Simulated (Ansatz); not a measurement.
A made-up structure of B₂NH₄ (charge -1), closed shell:

B1  (-1.073, 0.241, -0.774)
N2  (0.000, 0.000, 0.000)
B3  (1.073, -0.241, 0.774)
H4  (-1.917, -0.620, -1.006)
H5  (-1.272, 1.336, -1.293)
H6  (1.057, -0.057, 1.988)
H7  (-1.431, 0.119, 0.312)
(Å)

It is relaxed with PBE-D4/def2-SVPD and then PBE0-D4/def2-TZVPD (Ansatz 0.2.0). Atoms count as bonded within 1.22 times the sum of their covalent radii (H–H: 0.88 Å). The end point is not checked to be a true minimum.

Problem. Does its bonding change? (Judge from chemistry; the calculation decides.)

Solution. By the calculation: No: no bond forms or breaks.

Where it ends: The first stage lowers the energy by 2.65 eV in 10 steps. It ends as B₂NH₄ ([BH][N][BH3]), total charge -1:
B1  (-1.301, 0.257, -0.572)
N2  (-0.084, 0.033, 0.307)
B3  (0.910, -0.151, 1.025)
H4  (-1.543, -0.755, -1.242)
H5  (-1.106, 1.204, -1.346)
H6  (1.856, -0.326, 1.707)
H7  (-2.294, 0.516, 0.122)
(Å)

Labels in which every atom is bracketed show which atoms are joined, not bond orders.

For scale, one of the runs: PBE0-D4/def2-TZVPD relaxation, 147 basis functions, launched by `ansatz run in.yaml --threads 2 --pin off --events-out ev --progress --plain --max-ram 4352MiB`. The run took about 9.5 s on 2 CPU threads of an Arm Neoverse V2 (shared host).
